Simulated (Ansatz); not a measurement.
Working through a rigid scan of one bond angle of C₂H₃ClO, SMILES OC=CCl

Computed with the Ansatz DFT code, driven from Python.

At the Python prompt:
```pycon
>>> import ansatz as az
>>> from ase import Atoms
>>> BASIS_SET = "cc-pVDZ"
>>> XC = "CAM-B3LYP"
>>> FMAX = 0.02
>>> atoms = Atoms(["O", "C", "C", "Cl", "H", "H", "H"], positions=[
...     (-0.8136, 1.2283, 0.119),
...     (0.2783, 0.5388, 0.2785),
...     (0.404, -0.731, -0.0947),
...     (-0.7245, -1.6457, -0.8298),
...     (-1.5196, 0.6858, -0.3367),
...     (1.0587, 1.1462, 0.7493),
...     (1.3781, -1.2905, 0.0687),
... ])
>>> first = az.Crystal.molecule_from_ase(atoms).calculation()
>>> first = first.basis(gaussian=BASIS_SET).functional(XC)
>>> first = first.relax(force_tolerance=FMAX, max_steps=80)
>>> atoms.positions = first.run(threads=1, backend="cpu").report["positions_ang"]
>>> rows = []
>>> for angle in [90, 100, 110, 120, 135, 150, 165, 179]:
...     bent = atoms.copy()
...     bent.set_angle(1, 0, 4, angle, indices=[4])
...     model = az.Crystal.molecule_from_ase(bent).calculation().basis(gaussian=BASIS_SET).functional(XC)
...     rows.append((angle, model.run(threads=1, backend="cpu").report["free_energy_ev"]))
...
>>> floor = min(e for _, e in rows)
>>> for angle, e in rows:
...     print(f"angle C1-O0-H4 = {angle:3d} deg   {1000 * (e - floor):9.1f} meV")
...
angle C1-O0-H4 =  90 deg       306.0 meV
angle C1-O0-H4 = 100 deg        52.7 meV
angle C1-O0-H4 = 110 deg         0.0 meV
angle C1-O0-H4 = 120 deg       103.6 meV
angle C1-O0-H4 = 135 deg       457.2 meV
angle C1-O0-H4 = 150 deg       912.5 meV
angle C1-O0-H4 = 165 deg      1306.0 meV
angle C1-O0-H4 = 179 deg      1486.9 meV
```

Notes:
- These settings explore the input space; basis and method may be short of convergence.
- The scan is rigid, and the energies are electronic, in a modest basis. The zero is the lowest point of the grid, which needn't be the minimum.
- The whole script took 32 s on 1 thread of Intel(R) Xeon(R) Platinum 8375C CPU @ 2.90GHz (Ice Lake) (shared host), peak memory 0.24 GiB.
